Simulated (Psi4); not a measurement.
# AlH2OF (SMILES [OH][AlH][F]) at M06-2X/def2-TZVP

What is the energy change on altering one bond length of AlH2OF at M06-2X/def2-TZVP? 

The results are computed with Psi4 1.11.

**1. Starting point**

AlH2OF: 5 atoms, total charge 0, spin state singlet. SMILES: `[OH][AlH][F]`. The shape comes from GFN2-xTB, which is rough for such elements, and wasn't checked as a minimum. This is one conformer, not always the lowest.

Bond lengths: O1–Al2 1.635 Å, Al2–F3 1.650 Å, O1–H4 0.946 Å, Al2–H5 1.492 Å. Angles: O1–Al2–F3 123.4°, O1–Al2–H5 119.8°, F3–Al2–H5 116.9°, Al2–O1–H4 177.6°.

**2. The energy at M06-2X/def2-TZVP**

alfh2o.xyz reads:

```xyz
5
AlFH2O
O     -1.021720     0.325810    -0.327270
Al     0.472970    -0.139110     0.144100
F      0.778780    -1.566900     0.912060
H     -1.871140     0.628670    -0.614330
H      1.641100     0.751530    -0.114560
```

run.py reads:

```python
import numpy as np
from ase.calculators.psi4 import Psi4
from ase.io import read

atoms = read('alfh2o.xyz')
calc = Psi4(atoms=atoms, method='m06-2x', basis='def2-TZVP', memory='1600MB', num_threads=1, charge=0, multiplicity=1, label='psi4-calc', reference='rks')
calc.psi4.set_options({'puream': True, 'e_convergence': 1e-09, 'd_convergence': 1e-08, 'scf_type': 'pk', 'dft_radial_points': 99, 'dft_spherical_points': 590})
atoms.calc = calc

print(f'energy: {atoms.get_potential_energy():.6f} eV')
```

Launch:

```sh
python run.py
```

psi4-calc.dat, shortened:

```text
[...]
  Running in c1 symmetry.
[...]
  Nuclear repulsion =  100.879089140493420
[...]
  Multiplicity = 1
[...]
  Nalpha       = 16
  Nbeta        = 16
[...]
    Number of basis functions: 111
[...]
   @RKS iter   1:  -418.61442729854792   -6.97234e-01   7.16112e-03 DIIS/ADIIS
[...]
   @RKS iter  10:  -418.82853847760919   -2.39879e-11   9.73485e-09 DIIS
[...]
    Orbital Energies [Eh]
    ---------------------
    Doubly Occupied:
       1A    -56.849283     2A    -25.200405     3A    -19.618584
       4A     -4.382898     5A     -2.889663     6A     -2.885791
       7A     -2.884626     8A     -1.280292     9A     -1.106690
      10A     -0.633235    11A     -0.542091    12A     -0.499174
      13A     -0.497465    14A     -0.430220    15A     -0.424554
      16A     -0.394605
[...]
  @RKS Final Energy:  -418.82853847760919
   => Energetics <=
    Nuclear Repulsion Energy =            100.8790891404934200
    One-Electron Energy =                -783.2658993640881135
    Two-Electron Energy =                 281.9585702634988706
    DFT Exchange-Correlation Energy =     -18.4002985175133773
    Empirical Dispersion Energy =           0.0000000000000000
    VV10 Nonlocal Energy =                  0.0000000000000000
    Total Energy =                       -418.8285384776091860
[...]
 Multipole Moments:
 ------------------------------------------------------------------------------------
     Multipole            Electronic (a.u.)      Nuclear  (a.u.)        Total (a.u.)
 ------------------------------------------------------------------------------------
 L = 1.  Multiply by 2.5417464519 to convert [e a0] to [Debye]
 Dipole X            :          0.8449932           -1.3954114           -0.5504182
 Dipole Y            :         -2.3048012            2.9063896            0.6015884
 Dipole Z            :          1.2875521           -1.6810587           -0.3935066
 Magnitude           :                                                    0.9053819
[...]
```

On the terminal:

```text
energy: -11396.905039 eV
```

Wall time 32 s (1 thread of Intel Xeon Platinum 8275CL at 3.00GHz (Skylake/Cascade Lake), shared host); peak memory 0.65 GiB.

**3. The distorted shape, same level**

job.py reads:

```python
import psi4

psi4.set_memory(1600000000)
psi4.set_num_threads(1)
psi4.set_output_file('psi4.out', False)

geom = psi4.geometry("""
0 1
O     -1.372164     0.058614    -0.249671
Al     0.122526    -0.406306     0.221699
F      0.428336    -1.834096     0.989659
H     -2.221584     0.361474    -0.536731
H      1.641100     0.751530    -0.114560
units angstrom
symmetry c1
no_reorient
no_com
""")

options = {'basis': 'def2-TZVP', 'puream': True, 'e_convergence': 1e-09, 'd_convergence': 1e-08, 'scf_type': 'pk', 'dft_radial_points': 99, 'dft_spherical_points': 590}
psi4.set_options(options)

E, wfn = psi4.energy("m06-2x", return_wfn=True)
print(f'total energy {E:.8f} hartree = {E * 27.211386:.5f} eV')
for k, v in sorted(psi4.core.scalar_variables().items()):
    print(f'{k:45s} {v:18.10f}')
```

Launch:

```sh
python job.py
```

psi4.out, shortened:

```text
[...]
  Running in c1 symmetry.
[...]
  Nuclear repulsion =   99.381123503828192
[...]
  Multiplicity = 1
[...]
  Nalpha       = 16
  Nbeta        = 16
[...]
    Number of basis functions: 111
[...]
   @RKS iter   1:  -418.58997290448258   -7.42065e-01   7.16116e-03 DIIS/ADIIS
[...]
   @RKS iter  10:  -418.80407735099499   -2.03499e-11   8.21821e-09 DIIS
[...]
    Orbital Energies [Eh]
    ---------------------
    Doubly Occupied:
       1A    -56.882200     2A    -25.210635     3A    -19.627133
       4A     -4.409690     5A     -2.917123     6A     -2.913081
       7A     -2.911746     8A     -1.289687     9A     -1.114616
      10A     -0.640665    11A     -0.549753    12A     -0.506456
      13A     -0.506385    14A     -0.432359    15A     -0.431386
      16A     -0.353460
[...]
  @RKS Final Energy:  -418.80407735099499
   => Energetics <=
    Nuclear Repulsion Energy =             99.3811235038281922
    One-Electron Energy =                -779.9011445819506889
    Two-Electron Energy =                 280.0764084435771224
    DFT Exchange-Correlation Energy =     -18.3604647164496377
    Empirical Dispersion Energy =           0.0000000000000000
    VV10 Nonlocal Energy =                  0.0000000000000000
    Total Energy =                       -418.8040773509949872
[...]
 Multipole Moments:
 ------------------------------------------------------------------------------------
     Multipole            Electronic (a.u.)      Nuclear  (a.u.)        Total (a.u.)
 ------------------------------------------------------------------------------------
 L = 1.  Multiply by 2.5417464519 to convert [e a0] to [Debye]
 Dipole X            :         10.8018597          -11.5461019           -0.7442422
 Dipole Y            :         38.6495864          -38.1855560            0.4640304
 Dipole Z            :        -17.6281534           17.2727752           -0.3553782
 Magnitude           :                                                    0.9463162
[...]
```

The script printed:

```text
total energy -418.80407735 hartree = -11396.23941 eV
CURRENT ENERGY                                   -418.8040773510
CURRENT REFERENCE ENERGY                         -418.8040773510
DD SOLVATION ENERGY                                 0.0000000000
DFT FUNCTIONAL TOTAL ENERGY                      -418.8040773510
DFT TOTAL ENERGY                                 -418.8040773510
DFT VV10 ENERGY                                     0.0000000000
DFT XC ENERGY                                     -18.3604647164
GRID ELECTRONS ALPHA                               16.0000001081
GRID ELECTRONS BETA                                16.0000001081
GRID ELECTRONS TOTAL                               32.0000002162
NUCLEAR REPULSION ENERGY                           99.3811235038
ONE-ELECTRON ENERGY                              -779.9011445820
PCM POLARIZATION ENERGY                             0.0000000000
PE ENERGY                                           0.0000000000
SCF ITERATION ENERGY                             -418.8040773510
SCF ITERATIONS                                     10.0000000000
SCF TOTAL ENERGY                                 -418.8040773510
TWO-ELECTRON ENERGY                               280.0764084436
XC GRID RADIAL POINTS                              99.0000000000
XC GRID SPHERICAL POINTS                          590.0000000000
XC GRID TOTAL POINTS                           281421.0000000000
```

Run time: 32 s. Hardware: 1 thread of Intel Xeon Platinum 8275CL at 3.00GHz (Skylake/Cascade Lake), shared host; peak memory 0.63 GiB.

**4. Summary of results**

Level: M06-2X/def2-TZVP.

| quantity | value |
| --- | --- |
| first shape: total energy | -418.82854 Eh |
| first shape: dipole moment | 2.30 D |
| first shape: HOMO energy | -10.74 eV |
| first shape: LUMO energy | 0.20 eV |
| first shape: HOMO–LUMO gap | 10.94 eV |
| distorted shape: total energy | -418.80408 Eh |
| distorted shape: dipole moment | 2.41 D |
| distorted shape: HOMO energy | -9.62 eV |
| distorted shape: LUMO energy | -0.23 eV |
| distorted shape: HOMO–LUMO gap | 9.39 eV |
| energy change with the Al2–H5 bond stretched from 1.492 to 1.939 Å | 0.666 eV |

What this shows: With the Al2–H5 bond stretched from 1.492 to 1.939 Å the energy rises by 0.67 eV (15.3 kcal/mol). The first shape isn't relaxed at this level, so the change isn't measured from a minimum.
